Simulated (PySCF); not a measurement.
Task: What does the GFN2-xTB structure of `[H]/N=C(\C#C)C#N` look like in three dimensions?

Result: 
```
atom  x, y, z in Å
C1     1.9855    0.1310    0.0717
C2     0.7889    0.0335    0.0274
C3    -0.6248   -0.1647   -0.0240
N4    -1.2452   -1.2671   -0.0334
C5    -1.3630    1.0640   -0.0700
N6    -1.9056    2.0701   -0.1066
H7     3.0297    0.2388    0.1107
H8    -0.6564   -2.0963   -0.0004
```

Orientation and origin are arbitrary. Atoms count from 1 in this order. The 2 C–N bonds span 1.144 Å (C5≡N6, drawn triple) to 1.265 Å (C3=N4, drawn double), a spread of 0.121 Å. The 6 heavy atoms lie in one plane (0.001 Å rms). The 3 C–C bonds span 1.201 Å (C1≡C2, drawn triple) to 1.434 Å (C3–C5, drawn single), a spread of 0.233 Å.

Bonds between heavy atoms (Å): C1≡C2 1.201, C2–C3 1.428, C3=N4 1.265, C3–C5 1.434, C5≡N6 1.144.

The geometry is computed with GFN2-xTB (gas phase).

Point group: Cs (tolerance 0.08 Å). Not checked by GFN2-xTB frequencies.
